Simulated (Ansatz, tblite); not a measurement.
# The cluster SiS2−: isomers from a random search

The task here is to estimate one member of a computed series from the others.

Computed with Ansatz 0.2.0, Gaussian basis. Level: relaxed with PBE-D4/def2-TZVPD, doublet.

## Where the work starts

3 atoms, charge -1, spin multiplicity 2.

Atoms are counted from 1 here; the program's logs count them from 0.

Bond lengths: Si1–S2 2.044 Å, Si1–S3 2.043 Å. Angles: S2–Si1–S3 131.1°.

As a file:

```xyz
3

Si    0.4477    0.2010   -0.2769
S     0.1623    1.0175    1.5747
S    -0.6099   -1.2185   -1.2978
```

The ion is computed in the gas phase, without counter-ions or solvent.

A search from random starts with GFN2-xTB found 2 distinct shapes; 2 go on here. The structure above is candidate A, which lies 0.00 eV above the lowest at that level; B lies 1.88 eV above the lowest at that level.

The first run:

File in.yaml:

```yaml
crystal:
  periodic: [false, false, false]
  atoms:
    - {symbol: Si, position_ang: [0.447680, 0.200970, -0.276900]}
    - {symbol: S, position_ang: [0.162280, 1.017550, 1.574740]}
    - {symbol: S, position_ang: [-0.609950, -1.218530, -1.297840]}
basis:
  gaussian: {orbitals: def2-TZVPD}
total_charge: -1
magnetization: {spin_polarized: true, initial_magnetization: 1}
hamiltonian: {xc: pbe, dispersion: d4}
scf: {lower_state_search: "off"}
output: {orbitals: {seedname: orbitals}}
relax: {f_tol: 0.02, max_steps: 100}
```

Launch:

```console
> ansatz run in.yaml --threads 4 --pin off --events-out ev --progress --plain --max-ram 3916MiB
```

Steps of the session up to this table: Relaxing candidate A; Relaxing candidate B; Candidate B, PBE0-D4/def2-TZVPD; Candidate B, PBE-D4/def2-TZVPD; Candidate B, r2SCAN-D4/def2-TZVPD; Candidate B, r2SCAN0-D4/def2-TZVPD; Candidate B, ωB97M-V/def2-TZVPD; Candidate B, CCSD(T)/def2-TZVPPD.

One table of the session follows, with a row left open; its other results are not shown here.

```
               method  B above A (eV)
             GFN2-xTB           1.891
       HF/def2-TZVPPD           1.749
    PBE-D4/def2-TZVPD           1.529
 r2SCAN-D4/def2-TZVPD           1.698
   PBE0-D4/def2-TZVPD           1.522
r2SCAN0-D4/def2-TZVPD           1.646
   ωB97M-V/def2-TZVPD               ?
      MP2/def2-TZVPPD           1.666
     CCSD/def2-TZVPPD           1.607
  CCSD(T)/def2-TZVPPD           1.617
```

**Question.** Estimate the row for ωB97M-V/def2-TZVPD.

The run gave: B above A (eV): 1.560. In the column «B above A (eV)» it lies between PBE-D4/def2-TZVPD (1.529) and CCSD/def2-TZVPPD (1.607).

Among the levels timed on like hardware and quicker than the yardstick, those that no quicker one beats, quickest first: GFN2-xTB (0.007 s, +0.274 eV); PBE-D4/def2-TZVPD (3.1 s, -0.088 eV); r2SCAN-D4/def2-TZVPD (7.2 s, +0.082 eV); r2SCAN0-D4/def2-TZVPD (7.7 s, +0.029 eV).

Times add the two runs; a level without a time comes out of a correlated run.

Caveats from the session: CCSD(T)/def2-TZVPPD isn't at the basis-set limit; small misses against it rank nothing. The search was small, so a lower isomer may exist. Only doublets are compared; another spin may lie lower and prefer another shape.
